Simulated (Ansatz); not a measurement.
Species: NH$_{3}$ (charge +1, doublet). 
Structure (B3LYP-D3(BJ)/def2-TZVP (Ansatz, an electronic-structure program) minimum search):
```
N
H 1 1.0255
H 1 1.0255 2 120.00
H 1 1.0255 2 120.00 3 -180.00
```
Charge +1, spin multiplicity 2.

Basis-set convergence of Hartree-Fock and MP2 correlation energies (hartree) with Ansatz. Valence correlation only, unless marked. Open shells are spin-unrestricted. No spin-orbit coupling. Non-relativistic.

```json
[
 {"basis": "def2-SVP", "functions": "29", "E(HF)": "-55.83759", "E(corr, MP2)": "-0.14280"},
 {"basis": "def2-TZVPP", "functions": "73", "E(HF)": "-55.90512", "E(corr, MP2)": "-0.17758"},
 {"basis": "def2-QZVPP", "functions": "147", "E(HF)": "-55.90762", "E(corr, MP2)": "-0.19072"}
]
```

Extrapolating the two largest sets (X = 3 and 4) as X^-3: E(corr) = (64·(-0.19072) - 27·(-0.17758))/37 = -0.2003 Eh, an estimate of the basis-set limit. The largest set recovers 95.2 % of it, the smallest 71.3 %.
